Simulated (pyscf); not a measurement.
`[SiH2][Cl]` [doublet] + `[OH2]` -> `[OH][SiH][Cl]` [doublet] + `[H][H]` (four-centre exchange; doublet surface; H–Si, H–O broken, O–Si, H–H formed). Single points on ωB97X-D3(BJ)/def2-SVP structures (PySCF, gas phase). Energies in eV from the separated reactants.

```tsv
level	barrier	reaction energy
ωB97X-D3(BJ)/def2-TZVP	1.15	-0.86
PBE/def2-TZVP	0.88	-0.83
r²SCAN/def2-TZVP	0.96	-0.92
B3LYP-D3(BJ)/def2-TZVP	1.10	-0.88
M06-2X/def2-TZVP	1.16	-0.94
ωB97M-D3(BJ)/def2-TZVP	1.10	-0.84
```

The functionals in the table span 0.28 eV in this barrier, from PBE to M06-2X. The same reactants have a lower exit, to HO–SiH₂• + HCl (barrier +0.57 eV at ωB97M-D3(BJ)/def2-TZVP, against +1.10 eV here). This is the saddle that the search found; another between the same sides may lie lower.
